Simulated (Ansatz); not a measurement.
Two isomers of C5H6: A = `C=C1C=C1C`, B = `C#CC(=C)C`.

Gas-phase electronic energies from Ansatz, PBE0-D4/def2-TZVP geometries. CBS: MP2 limit from def2 TZ/QZ plus the TZ coupled-cluster correction, frozen cores. Functionals use def2-TZVPP. B3LYP here is the variant with VWN-RPA as its local correlation; programs differ in this.

A:

```xyz
11

C     0.790   -0.849   -1.796
C     0.445   -0.679   -0.525
C     0.372   -1.091    0.841
C    -0.150    0.078    0.536
C    -0.843    1.306    0.936
H     1.304   -1.745   -2.119
H     0.565   -0.093   -2.537
H     0.586   -1.830    1.598
H    -1.772    1.411    0.368
H    -1.072    1.315    2.002
H    -0.226    2.176    0.695
```

B:

```xyz
11

C    -2.101   -0.964   -0.814
C    -1.120   -0.492   -0.303
C     0.069    0.069    0.250
C     0.159    0.326    1.556
C     1.181    0.343   -0.718
H    -2.976   -1.382   -1.252
H     1.064    0.752    1.975
H    -0.661    0.117    2.230
H     0.852    1.036   -1.497
H     1.489   -0.578   -1.220
H     2.044    0.772   -0.207
```

Problem. Which is lower in electronic energy at CCSD(T)/CBS, and by how much? (Best estimate.)

Solution. Computed: B, by 20.4 kcal/mol.

Problem. Give E(B) − E(A) in kcal/mol with MP2/def2-TZVPP, B2PLYP, PBE-D4, CCSD/def2-TZVPP, CCSD(T)/def2-SVP, B3LYP-D4, B3LYP. (Best estimate.)

Solution. Computed: MP2/def2-TZVPP -20.6, B2PLYP -19.5, PBE-D4 -12.8, CCSD/def2-TZVPP -20.5, CCSD(T)/def2-SVP -19.7, B3LYP-D4 -17.8, B3LYP -17.6. None reverses the order clearly.

Problem. Does the order hold for the free energy at 298.15 K (harmonic terms from PBE0-D4)? (Estimate.)

Solution. The calculation gave: Yes: G(B) − G(A) = -20.4 kcal/mol.

Largest T1 diagnostic: 0.012.

From PBE to PBE0 (25 % exact exchange), in def2-TZVPP and without D4, E(B) − E(A) moves by +0.9 kcal/mol. In def2-TZVPP, CCSD(T) changes the Hartree–Fock value by −1.6 kcal/mol (the triples alone add −0.4 kcal/mol) and MP2 by −1.4 kcal/mol.
